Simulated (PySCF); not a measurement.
Ionisation energy of Mg by level of theory

Mg [Ne] 3s2 (1S) → Mg⁺ [Ne] 3s1 (2S), as a difference of total energies. All numbers are calculated (PySCF 2.14, no relativity, point nucleus, in aug-cc-pVQZ with one added diffuse shell each of s, p, d, f, g type (8s7p5d4f3g, 109 functions)). Correlated levels: valence: [Ne] frozen. The calculations carry no spin-orbit coupling.

```csv
method,ionisation energy (eV)
UHF,6.606
MP2 (valence),7.271
SCS-MP2 (valence),7.404
CCSD (valence),7.529
```

Errors of the correlated levels include the incompleteness of this basis and the frozen core.

With two correlated electrons CCSD is exact in that space.

Problem. Which method comes closest to the reference value, and which is furthest?

Solution. The reference is 7.646 eV (measured; NIST Atomic Spectra Database, ionization energies). Closest: CCSD (valence) (error -0.117 eV); furthest: UHF (error -1.040 eV).
